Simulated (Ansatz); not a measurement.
Species: Cl2, charge 0, singlet. Cl2 (molecular chlorine, SMILES ClCl).
B3LYP-D3(BJ)/def2-TZVP minimum from Ansatz (a quantum-chemistry and plane-wave program):
```
Cl
Cl 1 2.0135
```

Total energies in cc-pV(T+d)Z, 14 correlated electrons, 10 frozen orbitals. UHF or UKS for unpaired electrons; spin-orbit terms are left out. Correlated methods leave the cores frozen. No relativity.

```
method    program  energy (Eh)  minus CCSDT(Q) (mEh)
--------  -------  -----------  --------------------
HF         Ansatz   -919.00055                433.38
MP2        Ansatz   -919.38019                 53.74
CCSD       Ansatz   -919.41392                 20.01
CCSD(T)    Ansatz   -919.43198                  1.95
CCSDT(Q)   Ansatz   -919.43393                  0.00
```

Rough core times of Ansatz's runs on a shared machine: CCSD(T) under 20 s, CCSDT(Q) 2 min.
